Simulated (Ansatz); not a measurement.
For zinc-blende HgTe, r²SCAN (Ansatz, a first-principles code, plane waves, PAW) gives:

```
Property                              Result
------------------------------  ------------
equilibrium lattice constant a       6.573 Å
bulk modulus B0                     40.1 GPa
cohesive energy                 1.57 eV/atom
band gap at the measured cell        0.00 eV
```

Task: What does Hartree–Fock (PAW; Ansatz) give for the same quantities?

Result: 
- lattice constant a: 6.722 Å (goes up by 2.3 %)
- bulk modulus: 39.2 GPa (drops by 2.2 %)
- cohesive energy: 0.56 eV/atom (decreases by 1.01 eV/atom)
- band gap at the measured cell: 5.52 eV (increases by 5.52 eV)

For comparison: lattice constant a 6.46 Å (measured, room temperature, no zero-point or thermal correction; as tabulated in Cava et al. (2013), arXiv:1302.1059); bulk modulus 42.3 GPa (measured, temperature not stated, not corrected to a static lattice; as tabulated in Toher et al. (2017), arXiv:1611.05714).

Changes are worked out from the printed values.

Unless a cell is named, each level is at its own relaxed cell (r²SCAN 35.50, Hartree–Fock 37.97 Å³/atom).

Levels without +SOC leave out spin–orbit coupling, which shifts energies and cells of such heavy elements.

Spin–orbit coupling is included only where a level's name says +SOC; with heavier elements it mostly lowers gaps and can invert bands. A gap of zero means that the bands touch or overlap. Density-functional gaps are differences of (generalised) Kohn–Sham levels.

Caveats: the cell is over a tenth larger than the published one: the level's own overestimate first of all, though another phase or state, or a fault of the published cell, is possible (Hartree–Fock). Ansatz's density-functional and Hartree–Fock values are scalar-relativistic unless marked +SOC, with PAW data made under PBE.
